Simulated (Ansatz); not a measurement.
**AsH2⁺, triplet: stretch scan**

Starting geometry (PBE0/def2-TZVP stationary point for this spin, not checked as a minimum):

```xyz
3

As    0.0000   -0.0191    0.0000
H     0.0000    0.7098   -1.3240
H     0.0000    0.7098    1.3240
```

From there H2 moves along the line of the two atoms named below, all else staying in place; atoms are numbered as listed. Energies are in eV, counted from the starting geometry at the same level. Kohn–Sham curves are unrestricted where that lies lower.

Basis cc-pVDZ; Ansatz 0.2.0. Correlated methods freeze the noble-gas cores and the filled d shells of p-block atoms. No spin–orbit coupling is included, and no scalar relativity.

Full CI is exact within this basis and frozen core; it isn't the basis-set limit.

| distance As1-H2 (Å) | B2PLYP |
| --- | --- |
| 1.196 | 1.599 |
| 1.379 | 0.210 |
| 1.511 | 0.000 |
| 1.685 | 0.203 |
| 1.860 | 0.639 |
| 2.049 | 1.147 |
| 2.451 | 1.842 |
| 2.808 | 2.092 |
| 3.286 | 2.246 |
| 4.066 | 2.340 |
| 5.104 | 2.363 |

**Question.** Estimate the full CI curve in cc-pVDZ from this one, knowing how B2PLYP errs.

**Answer.** The computed full CI values, in eV from the starting point, and the error of B2PLYP against them:
```csv
distance As1-H2 (Å),full CI,B2PLYP less full CI
1.196,1.611,-0.013
1.379,0.208,0.002
1.511,0.000,0.000
1.685,0.211,-0.007
1.860,0.654,-0.015
2.049,1.175,-0.027
2.451,1.960,-0.119
2.808,2.215,-0.123
3.286,2.304,-0.059
4.066,2.337,0.003
5.104,2.344,0.019
```

The error spans 0.141 eV and is largest, -0.123 eV, at 2.808 Å.
